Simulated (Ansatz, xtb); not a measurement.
**Loss of SiH4: C2H8Si → C2H4 + SiH4**

Species: C2H8Si `CC[SiH3]`, singlet; C2H4 `C=C`, singlet; SiH4 `[SiH4]`, singlet. 

Shapes, held fixed at every level: PBE0-D4/def2-TZVP. Programs: Ansatz 0.2.0, xtb 6.7.1. The zero-point and thermal change to 298 K, harmonic and unscaled (PBE0-D4/def2-TZVP), is -15.9 kJ/mol.

Estimate ΔH(298 K) of this reaction.

The highest level, CCSD(T)/CBS estimate, gives ΔH(298 K) = +119.4 kJ/mol; the levels span +99.9 to +137.3. The column of differences is taken from that level and isn't an error. No measured value is set beside it here. The CBS estimate extrapolates MP2 from def2-TZVPP and def2-QZVPP and adds CCSD(T) − MP2 in the triple-zeta set, cores frozen.

```csv
level,kind,ΔH(298 K) (kJ/mol),less CCSD(T)/CBS estimate
GFN1-xTB,semi-empirical,+101.4,-18.0
HF/def2-SVP,Hartree–Fock,+99.9,-19.5
PBE-D4/def2-TZVPP,GGA,+128.6,+9.2
r2SCAN0-D4/def2-TZVPP,global hybrid,+137.3,+17.9
wB97M-V/def2-TZVPP,range-separated hybrid,+124.3,+4.9
B2PLYP/def2-TZVPP,double hybrid,+110.4,-9.0
MP2/def2-SVP,perturbation theory,+128.2,+8.8
CCSD/def2-TZVPP,coupled cluster or CI,+115.8,-3.6
CCSD(T)/CBS estimate,coupled cluster or CI,+119.4,0.0
```
